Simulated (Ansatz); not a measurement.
## NiO₂: computed properties

Computed with DFT PBEsol, scalar-relativistic, plane waves, PAW in Ansatz.

Plane waves to 420 eV, a k mesh through Γ of 12×12×12 on the computed 3-atom cell and Gaussian smearing (0.02 eV); no spin polarisation.

The structure is relaxed at this level of theory with its symmetry kept. Whether it is the stable form of this composition wasn't checked.

It takes space group R-3m (No. 166, trigonal). The conventional cell has a = 2.783 Å, b = 2.783 Å, c = 20.939 Å, α = 90.00°, β = 90.00°, γ = 120.00°. Around Ni (site symmetry -3m) lie 6 O at 1.86 Å. Around O (site symmetry 3m) lie 3 Ni at 1.86 Å.

| Quantity | Value |
| --- | --- |
| Volume per atom | 15.61 Å³ |
| Formation energy from the elements' standard states (uncorrected) | -0.766 eV/atom |
| Kohn–Sham band gap | 1.27 eV, indirect from (0.406, -0.474, -0.469) to (0.130, 0.393, 0.393) (the valley at (0.250, 0.000, 0.000) lies within 0.03 eV, so the order isn't resolved) |
| Löwdin character of the top 1 eV of the valence band | O 2p 50 %, Ni 3d 48 % |
| Löwdin character of the lowest 1 eV of the conduction band | O 2p 55 %, Ni 3d 43 % |
| Electron masses at the edge by Cartesian direction of the standard setting (m_e; degenerate bands sorted by energy; no spin-orbit coupling) | x: 0.79; y: 1.3; z: 12 |
| Hole masses at the edge by Cartesian direction of the standard setting (m_e; degenerate bands sorted by energy; no spin-orbit coupling) | x: 2.6; y: 6.3; z: 14 |
| Bader charges (e) | Ni (1 in the cell) 1.42, O (2 in the cell) -0.71 |

Each cell of NiO2 holds layers, and where no dispersion correction was added their binding is poorly described.

A ferromagnetic start lost its moments in a first run, so spin was left out; other magnetic orders weren't tried.

Cost: 8 runs of about 16 core-minutes in all, on Intel Xeon Processor @ 2.50GHz (Skylake/Cascade Lake) (shared hosts).